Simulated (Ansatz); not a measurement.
For 1T (CdI2-type) HfTe2, PBEsol (Ansatz, a first-principles code, PAW) gives:

```
Property                      Value
-------------------  --------------
lattice parameter a         3.876 Å
lattice parameter c         6.627 Å
formation enthalpy   -0.813 eV/atom
```

Problem. What does PBE0 (PAW; Ansatz) give for the same quantities?

Solution. 
- lattice constant a: 4.004 Å (grows by 3.3 %)
- lattice parameter c: 7.122 Å (goes up by 7.5 %)
- formation enthalpy: -1.017 eV/atom (moves by -0.204 eV/atom)

Changes are worked out from the printed values.

Unless a cell is named, each level is at its own relaxed cell (PBEsol 28.75, PBE0 32.96 Å³/atom).

Levels without +SOC leave out spin–orbit coupling, which shifts energies and cells of such heavy elements.

Caveats: the cell comes from a level without a dispersion term, which matters for the spacing of layers, chains or molecules (PBEsol, PBE0); the relaxation could not lower the start's symmetry, so the cell can be a saddle point above a distorted one (PBEsol, PBE0). Ansatz's density-functional and Hartree–Fock values are scalar-relativistic unless marked +SOC, with PAW data made under PBE.
